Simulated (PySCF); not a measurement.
ClH₆: trigonal twist

Method: UPBE0 in PySCF with Cl def2-TZVP, H def2-TZVP; no relativity; density-fitted integrals.

Rigid scan from the doublet minimum (Cl–H 1.465 Å (×6); H–Cl–H 90.0° (×12), H–Cl–H 180.0° (×3)). Coordinate: D3 path, twist of the two triangles (60 octahedral, 0 prismatic), bonds and polar angle fixed. Energies in kJ/mol from the minimum.

```tsv
twist angle (°)	E (kJ/mol)	⟨S²⟩
0	382.2	0.75
10	344.5	0.75
20	255.8	0.75
30	156.5	0.75
40	72.9	0.75
50	18.7	0.75
60	0.0	0.75
```

With the bonds held, the prismatic shape lies 382.2 kJ/mol from the minimum.
